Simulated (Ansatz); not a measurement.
# COS: the cost of one run

All numbers are computed with Ansatz 0.2.0 through its Python package. Level of theory: B3LYP/def2-SVP.

### 1 Starting point

Bond lengths: O1–C2 1.176 Å, C2–S3 1.798 Å. Angles: O1–C2–S3 180.0°.

No structure file is read: the coordinates are typed or built in the script.

### 2 The script

opt_cos.py reads:

```python
# -*- coding: utf-8 -*-
"""Relax the COS molecule."""

import itertools

import ansatz as az
from ase.data import atomic_numbers, covalent_radii
import numpy as np


def main():
    cos = (
        az.Crystal.molecule()
        .atom("O", (-1.3828, 0.0408, 0.0))
        .atom("C", (-0.2074, 0.0061, 0.0))
        .atom("S", (1.5902, -0.0469, 0.0))
    )

    base = cos.calculation().basis(gaussian="def2-SVP").functional("B3LYP")
    symbols = [site.symbol for site in cos.cartesian_sites]
    start = np.array([site.position_ang for site in cos.cartesian_sites], dtype=float)
    rep = base.relax(force_tolerance=0.01, max_steps=100).run(threads=1).report
    end = np.array(rep["positions_ang"])

    print("reference energy %16.6f eV" % rep["reference_energy_ev"])
    print("total energy     %16.6f eV" % rep["free_energy_ev"])
    print("occupied orbitals outside the frozen core (up, down):", rep["n_occupied"], " frozen:", rep["n_frozen"], " virtual:", rep["n_virtual"])

    # pairs closer than 1.2 times the sum of covalent radii, before or after
    radius = [covalent_radii[atomic_numbers[s]] for s in symbols]
    span = lambda where, i, j: np.linalg.norm(where[i] - where[j])
    bonded = [(i, j) for i, j in itertools.combinations(range(len(symbols)), 2) if min(span(start, i, j), span(end, i, j)) < 1.2 * (radius[i] + radius[j])]
    print("pair        before    after (A)")
    for i, j in bonded:
        print(f"{symbols[i]}{i}-{symbols[j]}{j}".ljust(10), f"{span(start, i, j):8.4f} {span(end, i, j):8.4f}")


if __name__ == "__main__":
    main()
```

### 3 What the engine is handed

The package turns the script's settings into the engine's input:

```yaml
crystal:
  periodic: [false, false, false]
  atoms:
    - { symbol: O, position_ang: [-1.3828, 0.0408, 0.0] }
    - { symbol: C, position_ang: [-0.2074, 0.0061, 0.0] }
    - { symbol: S, position_ang: [1.5902, -0.0469, 0.0] }
basis:
  gaussian:
    orbitals: def2-SVP
hamiltonian:
  xc: b3lyp
relax:
  f_tol: 0.01
  max_steps: 100
```

### 4 The run

Command:

```bash
$ python opt_cos.py
```

What time and memory should one allow on 1 thread of Arm Neoverse V2, shared host?

About 4.9 s, with a peak of 0.17 GiB.
